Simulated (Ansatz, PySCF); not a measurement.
ethylamine (C2H7N), SMILES NCC.

The structure is a stationary point at B3LYP-D3(BJ)/def2-TZVP. The values are those of a single conformer.

Vertical ionisation energy (IE) and electron affinity (EA) in eV. Rows of orbital energies are one-electron estimates. Where ΔSCF, EOM or ADC give a negative EA the extra electron is unbound and the value depends on the basis.

```
level                                                                  IE     EA
-------------------------------------------------------------------  ----  -----
−ε(HOMO), −ε(LUMO), M06-2X/def2-TZVPD (PySCF)                         ___    ___
−ε(HOMO), −ε(LUMO), PBE/def2-TZVPD (PySCF)                           5.38   0.26
ΔSCF, PBE0/def2-SVPD (Ansatz), final states of multiplicity 2 and 2  9.37  -2.05
ΔSCF, PBE/def2-SVPD (Ansatz), final states of multiplicity 2 and 2   9.27  -1.87
```

What belongs in the gaps? (Estimate from the structure and the level; the computed values follow.)


- −ε(HOMO), −ε(LUMO), M06-2X/def2-TZVPD (PySCF), IE: 8.33
- −ε(HOMO), −ε(LUMO), M06-2X/def2-TZVPD (PySCF), EA: -0.55

What vertical singlet–triplet gap does ΔSCF give with PBE0/def2-SVPD (Ansatz, an electronic-structure program) and with PBE/def2-SVPD (Ansatz)? (An estimate is asked for; the answer gives what the named calculation found.)

6.05 and 5.86 eV (triplet above singlet where positive).
